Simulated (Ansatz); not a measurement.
## One elementary step

Start structure (C3H5, doublet), relaxed at PBE0-D4/def2-TZVP:

C1  (-1.458, 0.297, -0.426)
C2  (-2.585, 0.530, -0.758)
C3  (2.003, -0.410, 0.587)
H4  (-0.453, 0.089, -0.131)
H5  (-3.586, 0.737, -1.052)
H6  (1.776, -0.176, 1.617)
H7  (2.377, 0.361, -0.071)
H8  (1.926, -1.429, 0.235)
(Å)

The step: C₂H₂ (C#C) + CH₃ → C₃H₅ ([CH][CH][CH3]); bonds formed: C1–C3. Computed with Ansatz 0.2.0 (basis: def2-TZVPP and def2-QZVPP); correlated methods freeze the cores; orbitals are unrestricted. Extrapolation: Hartree–Fock as exp(−7.88 √X), correlation as X^−2.97. Energies below are by CCSD(T) at an estimated basis limit (MP2 extrapolated from triple and quadruple zeta, plus CCSD(T) − MP2 in triple zeta).

(1) What are the electronic barrier and the energy of the step, from the start structure to the end structure? (An estimate is asked for; the value comes from the calculation.)

T1 diagnostic: at most 0.038. ⟨S²⟩ of the unrestricted Hartree–Fock references: 0.76 to 0.98 (a pure state has 0.75). The unrestricted reference is spin-contaminated, which hurts MP2 most.

Results:

(1) By the calculation: Barrier 9.53 kcal/mol; step energy -27.68 kcal/mol (downhill); reverse barrier, their difference, 37.21 kcal/mol. Barrier and step energy count from the start structure, the reverse barrier from the end structure.

The saddle point: One imaginary mode of 461i cm⁻¹.
```tsv
pair	start (Å)	saddle (Å)	end (Å)
C1–C3	3.67	2.32	1.50
```

Zero-point energy (harmonic, PBE0-D4): ZPE is 36.17 kcal/mol at the start and 37.25 kcal/mol at the saddle, so the barrier goes from 9.53 to 10.61 kcal/mol.

Labels in which every atom is bracketed show which atoms are joined, not bond orders.

For scale, one of the runs: CCSD(T)/def2-TZVPP, 163 basis functions, launched by `ansatz run in.yaml --threads 2 --pin off --events-out ev --progress --plain --max-ram 4352MiB`. The run took 60 s on 2 CPU threads of an Arm Neoverse V2 (shared host), with 3.1 GiB of host memory at its peak.
